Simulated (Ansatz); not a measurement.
# The oxygen atom (triplet): from Hartree-Fock to the top rungs, cc-pVDZ

Aim: climb from Hartree-Fock through coupled cluster and multireference methods for the oxygen atom (triplet) at one geometry and basis, and see what each rung misses.

Method: cc-pVDZ, core rule «outside noble gas», up to 1 orbitals frozen; program: Ansatz 0.2.0, Gaussian basis.

The runs, in order: UHF; CCSD(T) on ROHF; CCSD(T) on UHF; BCCD(T) on ROHF; CISD; CCSDT(Q) on ROHF; CCSDT(Q) on UHF; CISDTQ; CCSDTQ on ROHF; CCSDTQ on UHF; CASSCF and MRCISD+Q, 6 electrons in 4 orbitals; CASSCF and MRCISD+Q(relaxed), 6 electrons in 4 orbitals; CASSCF and NEVPT4(SD), 6 electrons in 4 orbitals; CASSCF and NEVPT2, 6 electrons in 4 orbitals.

### Step 1. The atom

A free atom, in its lowest state of this spin that the program finds.

1 atom, charge 0, spin multiplicity 3.

### Step 2. UHF

Input file in.yaml:

```yaml
crystal:
  periodic: [false, false, false]
  atoms:
    - {symbol: O, position_ang: [0.000000, 0.000000, 0.000000]}
basis:
  gaussian: {orbitals: cc-pVDZ}
magnetization: {spin_polarized: true, initial_magnetization: 2}
hamiltonian: {xc: hf}
output: {orbitals: {seedname: orbitals}}
```

Command:

```
ansatz run in.yaml --threads 1 --pin off --events-out ev --progress --plain --max-ram 2393MiB
```

The runs that follow: CCSD(T) on ROHF; CCSD(T) on UHF; BCCD(T) on ROHF; CISD; CCSDT(Q) on ROHF; CCSDT(Q) on UHF; CISDTQ; CCSDTQ on ROHF; CCSDTQ on UHF; CASSCF and MRCISD+Q, 6 electrons in 4 orbitals; CASSCF and MRCISD+Q(relaxed), 6 electrons in 4 orbitals; CASSCF and NEVPT4(SD), 6 electrons in 4 orbitals; CASSCF and NEVPT2, 6 electrons in 4 orbitals.

Q: Predict the results of all the runs planned. Wanted: UCCSDTQ below the RHF energy; RMP2 from UCCSDTQ; UMP2 from UCCSDTQ; RCCSD from UCCSDTQ; RCCSD(T) from UCCSDTQ; UCCSD(T) from UCCSDTQ; RCCSDT(Q) from UCCSDTQ; UCCSDT(Q) from UCCSDTQ; NEVPT2 valence from UCCSDTQ.

As calculated:

| quantity | value |
| --- | --- |
| UCCSDTQ below the RHF energy | -3.3369 eV |
| RMP2 from UCCSDTQ | +42.1 kJ/mol |
| UMP2 from UCCSDTQ | +42.0 kJ/mol |
| RCCSD from UCCSDTQ | +2.7 kJ/mol |
| RCCSD(T) from UCCSDTQ | +0.7 kJ/mol |
| UCCSD(T) from UCCSDTQ | +0.5 kJ/mol |
| RCCSDT(Q) from UCCSDTQ | +0.2 kJ/mol |
| UCCSDT(Q) from UCCSDTQ | 0.0 kJ/mol |
| NEVPT2 valence from UCCSDTQ | +64.4 kJ/mol |
| NEVPT4(SD) valence from UCCSDTQ | +3.0 kJ/mol |
| MRCISD+Q valence from UCCSDTQ | -1.6 kJ/mol |
| levels within 1 kcal/mol (43 meV) | RCCSD, UCCSD, RCCSD(T), UCCSD(T), BCCD(T), RCCSDT, UCCSDT, CISDTQ, RCCSDT(Q), UCCSDT(Q), RCCSDTQ, NEVPT4(SD) valence, MRCISD+Q valence, MRCISD+Q(relaxed) valence |
| T1 diagnostic | 0.011 |
| effectively unpaired electrons | 2.00 |

In words: RCCSD(T) misses by +0.7 kJ/mol, 0.2 % of the correlation energy. One determinant dominates. Of the multireference levels listed MRCISD+Q valence comes nearest in total energy (-1.6 kJ/mol), which doesn't show that its space is the better one. These misses are within one basis, not against nature; the frozen cores of restricted and unrestricted runs differ, which can shift their rows.
